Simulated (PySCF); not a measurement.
**NClO (nitrosyl chloride) at wB97X-V/STO-6G**

What is the vertical singlet–triplet gap of NClO (nitrosyl chloride) at wB97X-V/STO-6G? 

Program for the calculation: PySCF 2.14.0.

19 further runs of the same task are left out: 9 that didn't finish, 10 set aside as unsound or not needed.

## Step 1: The system as given

The species is NClO (3 atoms), meant as a singlet with charge 0. SMILES: `O=NCl`. The shape is that of a PBE0-D4/def2-TZVP optimisation.

Bond lengths: O1–N2 1.127 Å, N2–Cl3 1.944 Å. Angles: O1–N2–Cl3 113.9°.

## Step 2: A single-point energy at wB97X-V/STO-6G

Input file input.py:

```python
from pyscf import gto, dft

mol = gto.M(
    atom=[
    ('O', (1.000080, -0.338330, 0.513880)),
    ('N', (0.052050, -0.599550, -0.035840)),
    ('Cl', (-1.052130, 0.937900, -0.478040)),
],
    verbose=4,
    max_memory=1860,
    basis='sto-6g',
    charge=0,
    spin=0,
)

mf = dft.RKS(mol)
mf.xc = 'wb97x-v'
mf.grids.level = 5
mf.nlcgrids.level = 1
mf.conv_tol = 1e-10
mf.kernel()
if not mf.converged:
    mf = mf.newton().run(mf.mo_coeff, mf.mo_occ)

energy = mf.e_tot
print('Final energy', energy)
```

Started as:

```bash
$ OMP_NUM_THREADS=1 python input.py
```

What it wrote:

```text
PySCF version 2.14.0

[INPUT] num. atoms = 3
[INPUT] num. electrons = 32
[INPUT] charge = 0
[INPUT] spin (= nelec alpha-beta = 2S) = 0
[INPUT] symmetry False subgroup None
[INPUT] Mole.unit = angstrom
[INPUT] Symbol           X                Y                Z      unit          X                Y                Z       unit  Magmom
[INPUT]  1 O      1.000080000000  -0.338330000000   0.513880000000 AA    1.889877302655  -0.639351039724   0.971092460891 Bohr   0.0
[INPUT]  2 N      0.052050000000  -0.599550000000  -0.035840000000 AA    0.098360244784  -1.132985297983  -0.067727784304 Bohr   0.0
[INPUT]  3 Cl    -1.052130000000   0.937900000000  -0.478040000000 AA   -1.988237547439   1.772374132230  -0.903364676587 Bohr   0.0

nuclear repulsion = 86.2494625031143
number of shells = 11
number of NR pGTOs = 114
number of NR cGTOs = 19
basis = sto-6g
ecp = {}

[... 64 lines left out ...]
converged SCF energy = -587.903596332095
Final energy -587.9035963320948
```

Wall time 16 s (1 thread of Arm Neoverse V1, shared host); peak memory 0.19 GiB.

## Step 3: The triplet at the same level

Input file run.py:

```python
from pyscf import gto, dft

molecule = gto.Mole()
molecule.atom = '''
O        1.000080      -0.338330       0.513880
N        0.052050      -0.599550      -0.035840
Cl      -1.052130       0.937900      -0.478040
'''
molecule.verbose = 4
molecule.spin = 2
molecule.charge = 0
molecule.basis = 'sto-6g'
molecule.max_memory = 1860
molecule.build()

ks = dft.UKS(molecule)
ks.xc = 'wb97x-v'
ks.nlcgrids.level = 1
ks.grids.level = 5
ks.conv_tol = 1e-10
ks.kernel()
if not ks.converged:
    ks = ks.newton().run(ks.mo_coeff, ks.mo_occ)

e_tot = ks.e_tot
print('Final energy', e_tot)
```

Started as:

```bash
$ OMP_NUM_THREADS=1 python run.py
```

What it wrote:

```text
PySCF version 2.14.0

[INPUT] num. atoms = 3
[INPUT] num. electrons = 32
[INPUT] charge = 0
[INPUT] spin (= nelec alpha-beta = 2S) = 2
[INPUT] symmetry False subgroup None
[INPUT] Mole.unit = angstrom
[INPUT] Symbol           X                Y                Z      unit          X                Y                Z       unit  Magmom
[INPUT]  1 O      1.000080000000  -0.338330000000   0.513880000000 AA    1.889877302655  -0.639351039724   0.971092460891 Bohr   0.0
[INPUT]  2 N      0.052050000000  -0.599550000000  -0.035840000000 AA    0.098360244784  -1.132985297983  -0.067727784304 Bohr   0.0
[INPUT]  3 Cl    -1.052130000000   0.937900000000  -0.478040000000 AA   -1.988237547439   1.772374132230  -0.903364676587 Bohr   0.0

nuclear repulsion = 86.2494625031143
number of shells = 11
number of NR pGTOs = 114
number of NR cGTOs = 19
basis = sto-6g
ecp = {}

[... 45 lines left out ...]
WARN: HOMO -0.0459892228309156 >= LUMO -0.297558184744853
[... 54 lines left out ...]
converged SCF energy = -587.833013610592  <S^2> = 2.0112187  2S+1 = 3.0074698
Final energy -587.8330136105924
```

It took 21 s on 1 thread of Arm Neoverse V1, shared host; peak memory 0.2 GiB.

## Step 4: Summary of results

At wB97X-V/STO-6G:

```
                                        quantity          value
                           singlet: total energy  -587.90360 Eh
                          singlet: dipole moment         2.39 D
                            singlet: HOMO energy       -8.70 eV
                            singlet: LUMO energy        0.96 eV
                          singlet: HOMO–LUMO gap        9.66 eV
                           triplet: total energy  -587.83301 Eh
                          triplet: dipole moment         0.86 D
     triplet: HOMO energy (highest over α and β)       -6.75 eV
      triplet: LUMO energy (lowest over α and β)       -1.06 eV
                                   triplet: ⟨S²⟩          2.011
vertical energy of the triplet above the singlet       1.921 eV
```

In words: At this shape the triplet lies 1.92 eV (185 kJ/mol) above the singlet. In a minimal basis such a difference can be off by several eV, whatever the method. Mulliken charges (singlet) run from -0.21 on Cl3 to +0.17 on N2; they depend strongly on the basis.
